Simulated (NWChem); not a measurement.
formaldehyde (CH2O); SMILES C=O

```xyz
4

C      0.0000     0.0000     0.5184
O      0.0000     0.0000    -0.6898
H      0.0000    -0.9529     1.1300
H      0.0000     0.9529     1.1300
```
Atoms are numbered in this order, from 1.

Results from NWChem. Pople sets run with spherical d functions. Geometry: optimised at PBE-D3(BJ)/def2-SVP. B3LYP is NWChem's, with the RPA form of VWN correlation. Core excitations by TDA in a window of 1s orbitals, non-relativistic and unshifted: absolute energies depend strongly on the exact-exchange share.

```tsv
level	first 1s excitation (eV)	dipole oscillator strength of the first	first state with f > 0.002 (eV)	dipole oscillator strength of that state
O K edge, BHandHLYP/6-311G**	[?]	[?]	[?]	[?]
O K edge, B3LYP/6-311G**	516.5	0.0421	516.5	0.0421
C K edge, B3LYP/cc-pVTZ	275.4	0.0530	275.4	0.0530
C K edge, PBE/cc-pVTZ	269.5	0.0407	269.5	0.0407
```

Problem. What belongs in the gaps?

Solution. 
- O K edge, BHandHLYP/6-311G**, first 1s excitation (eV): 528.0
- O K edge, BHandHLYP/6-311G**, dipole oscillator strength of the first: 0.0540
- O K edge, BHandHLYP/6-311G**, first state with f > 0.002 (eV): 528.0
- O K edge, BHandHLYP/6-311G**, dipole oscillator strength of that state: 0.0540
